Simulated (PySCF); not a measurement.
## How good is the calculation?

Geometry:
```csv
atom,x (Å),y (Å),z (Å)
C1,-2.058,-0.433,-0.252
C2,-0.607,-0.569,0.191
C3,0.156,0.743,0.022
C4,1.630,0.608,0.426
C5,2.328,-0.300,-0.449
N6,2.871,-1.015,-1.156
H7,-2.584,-1.375,-0.125
H8,-2.111,-0.150,-1.301
H9,-2.568,0.328,0.335
H10,-0.575,-0.874,1.241
H11,-0.116,-1.348,-0.396
H12,-0.306,1.518,0.639
H13,0.097,1.064,-1.021
H14,1.709,0.230,1.450
H15,2.129,1.580,0.376
```

One computed conformer, in vacuum, averaged over atoms made equivalent by symmetry, fast rotation or ring inversion, no relativistic terms. NMR shieldings at PBE0/pcSseg-1/GIAO; geometry: GFN2-xTB; PySCF 2.14.

Reference values: measured (solution, not stated per compound (mostly CDCl3 or CCl4); Pretsch, Buehlmann, Badertscher, Structure Determination of Organic Compounds, 4th ed. (2009)).
| atoms | quantity | reference | computed | computed, scaled |
| --- | --- | --- | --- | --- |
| H14/H15 | δ 1H | 2.34 | 2.28 | 2.24 |
| H12/H13 | δ 1H | 1.63 | 1.46 | 1.46 |
| H10/H11 | δ 1H | 1.50 | 1.57 | 1.57 |
| H7/H8/H9 | δ 1H | 0.96 | 1.11 | 1.14 |

Computed shifts are σ(ref) − σ with the named reference compound (TMS for H and C) calculated as an isolated molecule at the same level. The measured values may be among those fitted. Shieldings were converted by linear fits to measured shifts (mostly CDCl3, TMS scale, for H and C): 1H: δ = 30.01 − 0.943σ (rms 0.17 ppm, 504 shifts, 0.18 ppm with the 4 outliers that the fit left out). A few per cent of atoms miss by over 2 rms, more outside the fitted compound classes.

How far are the unscaled 1H shifts from the references?

Answers

Mean signed difference -0.00 ppm, mean absolute 0.11 ppm over 4 comparisons; the largest is -0.17 ppm at H12/H13 (hydrogen on an sp3 CH2).
